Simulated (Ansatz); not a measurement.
A nudged elastic band was laid between two geometries of C₂H₅Mg (8 atoms, charge -1, multiplicity 1).

The calculation used RKS B3LYP-D4/def2-SVP in Ansatz 0.2.0.

```yaml
movable_images: 5
climbing_image: yes
spring: 5.0 eV/Å²
optimiser: quadratic models (default)
start_path: through a guess of the saddle point
force_threshold: 0.03 eV/Å
iteration_limit: 60
end_points: relaxed
```

Initial state:

```xyz
8
Properties=species:S:1:pos:R:3
C -1.446 1.296 -1.249
Mg -0.043 0.129 -0.422
C 1.061 -0.990 1.082
H -2.192 0.875 -1.958
H -1.195 2.318 -1.606
H 1.391 -0.352 1.928
H 1.974 -1.479 0.689
H 0.450 -1.798 1.536
```

Final state:

```xyz
8
Properties=species:S:1:pos:R:3
C -1.207 1.226 -1.548
Mg -0.368 0.222 -0.030
C 1.040 -0.987 1.107
H -2.146 0.866 -2.021
H -1.253 2.337 -1.535
H 1.520 -0.407 1.921
H 1.866 -1.411 0.500
H 0.547 -1.846 1.605
```

Q: Which bonds break or form, and what moves?

A: No bond is made or broken. The height of C1 over the plane of its neighbours goes from -0.26 to 0.26 Å.

Q: What energy profile does the band end with?

A: The run converged. The highest image is number 4 of 0 to 6, 0.022 eV above the ends, which have the same energy within 2 meV. A vibrational analysis at the climbing image gives one clearly imaginary mode, 142i cm⁻¹: a first-order saddle point. Limits of this set-up: an anion without diffuse functions, the dipole of an ion depends on the origin.

| image | path coordinate (Å) | energy (eV) | height of C1 over the plane of its neighbours (Å) |
| --- | --- | --- | --- |
| 0 | 0.00 | 0.000 | -0.26 |
| 1 | 0.15 | 0.000 | -0.26 |
| 2 | 0.29 | 0.002 | -0.24 |
| 3 | 0.44 | 0.013 | -0.14 |
| 4 | 0.59 | 0.022 | 0.01 |
| 5 | 0.79 | 0.008 | 0.19 |
| 6 | 0.99 | 0.001 | 0.26 |

Q: What is the geometry of the highest image?

A: 
```xyz
8
Properties=species:S:1:pos:R:3
C -1.336 1.264 -1.413
Mg -0.195 0.180 -0.220
C 1.057 -0.999 1.104
H -2.123 0.860 -2.080
H -1.302 2.367 -1.512
H 1.511 -0.377 1.903
H 1.899 -1.502 0.590
H 0.489 -1.794 1.628
```

Q: What are the harmonic wavenumbers there?

A: 142i, 48, 130, 299, 412, 422, 537, 554, 703, 1121, 1293, 1435, 1437, 2961, 2985, 3030, 3038, 3051 cm⁻¹.

Run time: 2.2 min on 1 thread of Arm Neoverse V2, with other jobs on the host, peak memory 0.13 GiB.
